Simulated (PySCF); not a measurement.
CS₂.
Atom-mapped SMILES: `[S:1]=[C:2]=[S:3]`

Structure used (PBE0-D3(BJ)/def2-SVP), in Å, numbered top down from 1:
```xyz
3
CS2 angstrom
S     -1.5604    0.1230    0.0072
C     -0.0055    0.0713   -0.0066
S      1.5495    0.0190   -0.0205
```

Level of theory: core-valence-separated Tamm–Dancoff BHandHLYP/aug-pcX-1 (def2-SVPD on S) in PySCF, non-relativistic, gas phase, PBE0-D3(BJ)/def2-SVP geometry.

Computed carbon K-edge spectrum, Gaussian lines of 0.4 eV full width, highest printed point 100; it ends one width below the last computed root. Absolute energies from this functional tend to lie a few eV below measured edges; no shift was applied.

```tsv
photon energy (eV)	absorption
283.2	1
283.4	12
283.6	70
283.8	100
284.0	36
284.2	3
284.4	0
284.6	0
284.8	0
285.0	0
285.2	0
285.4	0
285.6	0
285.8	0
286.0	0
286.2	0
286.4	0
286.6	0
286.8	0
287.0	0
287.2	0
287.4	0
287.6	0
287.8	0
288.0	0
288.2	0
288.4	0
288.6	0
288.8	0
289.0	0
289.2	0
289.4	0
289.6	0
289.8	0
290.0	0
290.2	0
290.4	0
290.6	4
290.8	15
291.0	15
291.2	5
```

Task: Where are the maxima, and which lines make them up?

Result: 2 maxima:
- 283.7 eV: C2 (central carbon of cumulated double bonds), 283.75 eV, f = 0.155, sum of 2, 1s→π*, 100 % of the height at the exact maximum
- 290.9 eV: C2 (central carbon of cumulated double bonds), 290.90 eV, f = 0.027, 100 % of the height at the exact maximum

Roots within 0.03 eV on the same or equivalent atoms count as one line; shares under 12 % aren't listed.

Vibrational structure and lifetime widths aren't in the curve. The ionisation threshold wasn't computed; near and above it a finite basis only mimics Rydberg series and continuum.

Cost: about 3 s of CPU time on one thread; the machine was shared, so the figure is rough.
